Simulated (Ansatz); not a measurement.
# Si2NH7 (SMILES [SiH3]N[SiH3]) at 6 levels

We compute a comparison of 6 runs (HF/STO-3G, B2PLYP/6-31G*, B3LYP/6-31G*, HSE06/6-31G*, r2SCAN0/6-31G*, RPA@PBE/6-31G*) of Si2NH7. 

The results are computed with Ansatz 0.2.0.

52 further runs of the same task are left out: 52 set aside as unsound or not needed.

## Step 1: The structure to begin with

Si2NH7: 10 atoms, total charge 0, spin state singlet. SMILES: `[SiH3]N[SiH3]`. The Si3–H9 distance was set to 3.275 Å, away from the relaxed value. At this shape a bond of the SMILES string is far longer than usual.

Bond lengths: Si1–N2 1.726 Å, N2–Si3 1.726 Å, Si1–H4 1.484 Å, Si1–H5 1.490 Å, Si1–H6 1.488 Å, N2–H7 1.011 Å, Si3–H8 1.484 Å, Si3–H10 1.490 Å. Some angles: Si1–N2–Si3 128.9°, Si1–N2–H7 115.5°, Si3–N2–H7 115.5°, N2–Si1–H4 107.4°, N2–Si1–H5 112.6°, N2–Si1–H6 110.9°, N2–Si3–H8 107.4°, N2–Si3–H10 112.6°, H4–Si1–H5 109.0°, H4–Si1–H6 109.8°.

## Step 2: The energy at HF/STO-3G (run 1)

File job.yaml:

```yaml
crystal:
  periodic: [false, false, false]
  atoms:
    - symbol: Si
      position_ang: [-0.924489, 1.127710, -2.623546]
    - symbol: "N"
      position_ang: [0.238301, 0.869730, -1.374886]
    - symbol: Si
      position_ang: [1.114141, -0.565940, -0.988166]
    - symbol: H
      position_ang: [-1.255299, -0.197940, -3.201796]
    - symbol: H
      position_ang: [-0.413969, 2.014680, -3.706146]
    - symbol: H
      position_ang: [-2.155969, 1.762880, -2.079996]
    - symbol: H
      position_ang: [0.480301, 1.686610, -0.830616]
    - symbol: H
      position_ang: [0.521401, -1.672970, -1.778296]
    - symbol: H
      position_ang: [0.897240, -1.243020, 2.208320]
    - symbol: H
      position_ang: [2.563141, -0.457860, -1.316876]
basis:
  gaussian:
    orbitals: STO-3G
output: {orbitals: {seedname: orbitals}}
hamiltonian:
  xc: hf
accuracy: high
```

Started as:

```bash
$ ansatz run job.yaml --threads 1 --pin off --max-ram 3480MiB --events-out events.jsonl --progress --plain --runs-dir runs
```

Standard output:

```text
Warning: RAYON_NUM_THREADS=1 ignored (pool sized by the plan → 1); use --threads N
Functional definition: HF
  name "HF"
  exchange = exact_x
  correlation = 0
584 factors; integrals over basis functions are off by at most 1.1e-8 eV
mean field evaluation 1: about -17103.5815 eV, gradient 1.8e1 eV
mean field evaluation 2: about -17103.6181 eV, gradient 1.8e1 eV
mean field evaluation 4: about -17107.8974 eV, gradient 6.0e0 eV
mean field evaluation 8: about -17108.1824 eV, gradient 7.0e-2 eV
mean field evaluation 16: about -17108.1785 eV, gradient 1.8e-8 eV
mean field -17108.17848857 eV, -628.7139631150 hartree, gradient 1.8e-8 eV, S^2 0.000000; 0 other end points of the search recorded, 0 dependent functions left out
reference -17108.17848857 eV, -628.7139631150 hartree; 21, 21 occupied and 9, 9 virtual orbitals, 584 factors
Total energy: -17108.17848857 eV, -628.7139631150 hartree
```

It took 0.18 s on 1 thread of Intel Xeon 6975P-C (Granite Rapids), shared host.

## Step 3: The energy at B2PLYP/6-31G(d) (spherical functions) (run 2)

File input.yaml:

```yaml
crystal:
  periodic: [false, false, false]
  atoms:
    - symbol: Si
      position_ang: [-0.924489, 1.127710, -2.623546]
    - symbol: "N"
      position_ang: [0.238301, 0.869730, -1.374886]
    - symbol: Si
      position_ang: [1.114141, -0.565940, -0.988166]
    - symbol: H
      position_ang: [-1.255299, -0.197940, -3.201796]
    - symbol: H
      position_ang: [-0.413969, 2.014680, -3.706146]
    - symbol: H
      position_ang: [-2.155969, 1.762880, -2.079996]
    - symbol: H
      position_ang: [0.480301, 1.686610, -0.830616]
    - symbol: H
      position_ang: [0.521401, -1.672970, -1.778296]
    - symbol: H
      position_ang: [0.897240, -1.243020, 2.208320]
    - symbol: H
      position_ang: [2.563141, -0.457860, -1.316876]
basis:
  gaussian:
    orbitals: 6-31G_st_-spherical.json
hamiltonian:
  xc: {name: B2PLYP}
correlation:
  frozen_orbitals: {H: 0, "N": 1, Si: 5}
accuracy: high
output: {orbitals: {seedname: orbitals}}
```

The basis set 6-31G* is read from a file made from the Basis Set Exchange's data (not shown).

Started as:

```bash
$ ansatz run input.yaml --threads 1 --pin off --max-ram 3480MiB --events-out events.jsonl --progress --plain --runs-dir runs
```

Standard output, shortened:

```text
Warning: RAYON_NUM_THREADS=1 ignored (pool sized by the plan → 1); use --threads N
Functional definition: B2PLYP
  name "B2PLYP"
[...]
1494 factors; integrals over basis functions are off by at most 4.0e-9 eV
[...]
mean field -17341.93115569 eV, -637.3042151883 hartree, gradient 4.5e-8 eV, S^2 0.000000; 0 other end points of the search recorded, 0 dependent functions left out; unrestricted orbitals would lower it
11 core orbitals not correlated: weight in the atoms' cores, before any rotation towards them, 1.000 or more for the frozen orbitals, at most 0.000 for the correlated occupied ones
reference -17341.93118536 eV, -637.3042162787 hartree; 10, 10 occupied and 43, 43 virtual orbitals, 1494 factors
second order -12.37139111 eV of doubles, -0.00000000 eV of singles
Total energy: -17345.27146095 eV, -637.4269691428 hartree
```

It took 3.9 s on 1 thread of Intel Xeon 6975P-C (Granite Rapids), shared host; peak memory 0.21 GiB.

## Step 4: A single-point energy at B3LYP/6-31G(d) (spherical functions) (run 3)

File job.yaml:

```yaml
crystal:
  periodic: [false, false, false]
  atoms:
    - {symbol: Si, position_ang: [-0.924489, 1.127710, -2.623546]}
    - {symbol: N, position_ang: [0.238301, 0.869730, -1.374886]}
    - {symbol: Si, position_ang: [1.114141, -0.565940, -0.988166]}
    - {symbol: H, position_ang: [-1.255299, -0.197940, -3.201796]}
    - {symbol: H, position_ang: [-0.413969, 2.014680, -3.706146]}
    - {symbol: H, position_ang: [-2.155969, 1.762880, -2.079996]}
    - {symbol: H, position_ang: [0.480301, 1.686610, -0.830616]}
    - {symbol: H, position_ang: [0.521401, -1.672970, -1.778296]}
    - {symbol: H, position_ang: [0.897240, -1.243020, 2.208320]}
    - {symbol: H, position_ang: [2.563141, -0.457860, -1.316876]}
basis:
  gaussian:
    orbitals: 6-31G_st_-spherical.json
magnetization:
  spin_polarized: false
hamiltonian:
  xc: {name: B3LYP}
accuracy: high
output: {orbitals: {seedname: orbitals}}
```

The basis set 6-31G* is read from a file made from the Basis Set Exchange's data (not shown).

Started as:

```bash
$ ansatz run job.yaml --threads 1 --pin off --max-ram 3480MiB --events-out events.jsonl --progress --plain --runs-dir runs
```

Standard output:

```text
Warning: RAYON_NUM_THREADS=1 ignored (pool sized by the plan → 1); use --threads N
Functional definition: B3LYP
  name "B3LYP"
  parameter a0 = 0.2
  parameter ax = 0.72
  parameter ac = 0.81
  exchange = (1 - a0 - ax)*slater_x + ax*b88_x + a0*exact_x
  correlation = (1 - ac)*vwn_rpa_c + ac*lyp_c
1494 factors; integrals over basis functions are off by at most 4.0e-9 eV
mean field evaluation 1: about -17349.5649 eV, gradient 5.4e1 eV
mean field evaluation 2: about -17327.2607 eV, gradient 1.0e2 eV
mean field evaluation 4: about -17352.1383 eV, gradient 2.1e1 eV
mean field evaluation 8: about -17355.8468 eV, gradient 1.4e0 eV
mean field evaluation 16: about -17355.8576 eV, gradient 1.2e-3 eV
mean field -17355.85755231 eV, -637.8160008247 hartree, gradient 2.6e-8 eV, S^2 0.000000; 0 other end points of the search recorded, 0 dependent functions left out
reference -17355.85759911 eV, -637.8160025444 hartree; 21, 21 occupied and 43, 43 virtual orbitals, 1494 factors
Total energy: -17355.85759911 eV, -637.8160025444 hartree
```

Wall time 3.3 s (1 thread of Intel Xeon 6975P-C (Granite Rapids), shared host); peak memory 0.21 GiB.

Runs 4 to 5 aren't shown in full; the table further down has their settings and results.

## Step 5: The energy at RPA@PBE/6-31G(d) (spherical functions) (run 6)

File input.yaml:

```yaml
crystal:
  periodic: [false, false, false]
  atoms:
    - {symbol: Si, position_ang: [-0.924489, 1.127710, -2.623546]}
    - {symbol: "N", position_ang: [0.238301, 0.869730, -1.374886]}
    - {symbol: Si, position_ang: [1.114141, -0.565940, -0.988166]}
    - {symbol: H, position_ang: [-1.255299, -0.197940, -3.201796]}
    - {symbol: H, position_ang: [-0.413969, 2.014680, -3.706146]}
    - {symbol: H, position_ang: [-2.155969, 1.762880, -2.079996]}
    - {symbol: H, position_ang: [0.480301, 1.686610, -0.830616]}
    - {symbol: H, position_ang: [0.521401, -1.672970, -1.778296]}
    - {symbol: H, position_ang: [0.897240, -1.243020, 2.208320]}
    - {symbol: H, position_ang: [2.563141, -0.457860, -1.316876]}
basis:
  gaussian: {orbitals: 6-31G_st_-spherical.json}
hamiltonian: {xc: {name: PBE}}
correlation: {method: rpa, frozen_orbitals: {H: 0, "N": 1, Si: 5}}
accuracy: high
```

The basis set 6-31G* is read from a file made from the Basis Set Exchange's data (not shown).

Started as:

```bash
$ ansatz run input.yaml --threads 1 --pin off --max-ram 3480MiB --events-out events.jsonl --progress --plain --runs-dir runs
```

Standard output, shortened:

```text
Warning: RAYON_NUM_THREADS=1 ignored (pool sized by the plan → 1); use --threads N
Functional definition: PBE
  name "PBE"
[...]
1494 factors; integrals over basis functions are off by at most 4.0e-9 eV
[...]
mean field -17344.26454132 eV, -637.3899655288 hartree, gradient 9.5e-8 eV, S^2 0.000000; 1 other end points of the search recorded, 0 dependent functions left out; unrestricted orbitals would lower it
unrestricted determinant -17313.62644667 eV, -636.2640363177 hartree, S^2 0.9424
11 core orbitals not correlated: weight in the atoms' cores, before any rotation towards them, 1.000 or more for the frozen orbitals, at most 0.000 for the correlated occupied ones
reference -17310.47588338 eV, -636.1482552521 hartree; 10, 10 occupied and 43, 43 virtual orbitals, 1494 factors
Total energy: -17328.01249788 eV, -636.7927139483 hartree
```

Wall time 6 s (1 thread of Intel Xeon 6975P-C (Granite Rapids), shared host); peak memory 0.23 GiB.

## Step 6: Overview of the runs

```csv
run,level,frozen core orbitals,energy (Eh),HOMO energy (eV),LUMO energy (eV),HOMO–LUMO gap (eV),wall time
1,HF/STO-3G,–,-628.713963,-3.41,2.75,6.16,0.18 s
2,B2PLYP/6-31G* (spherical functions),11,-637.426969,-6.44,-2.06,4.38,3.9 s
3,B3LYP/6-31G* (spherical functions),–,-637.816003,-5.71,-3.24,2.48,3.3 s
4,HSE06/6-31G* (spherical functions),–,-637.431078,-5.50,-3.44,2.06,3.3 s
5,r2SCAN0/6-31G* (spherical functions),–,-637.657826,-6.00,-3.10,2.90,5.4 s
6,RPA@PBE/6-31G* (spherical functions),11,-636.792714,–,–,–,6 s
```

## Step 7: Results

| quantity | value |
| --- | --- |
| run 6: total energy | -636.79271 Eh |
| run 6: RPA correlation energy (valence) | -644.5 mEh |

**Reading.** Over runs 1, 2, 3, 4, 5 the HOMO–LUMO gap runs from 2.06 eV (HSE06/6-31G*) to 6.16 eV (HF/STO-3G). The two ends differ in method and basis. Totals of different functionals can't be ranked against each other. In runs 2, 6 the log says that unrestricted orbitals would lower the reference, so the values rest on an unstable closed-shell determinant (other closed-shell runs at this shape may share the fault). In run 1 the basis is minimal, so the values are rough. In runs 1, 2, 3, 4, 5, 6 a closed-shell determinant meets a far-stretched bond, which it describes badly. All runs together took 22 s, the longest 6 s.
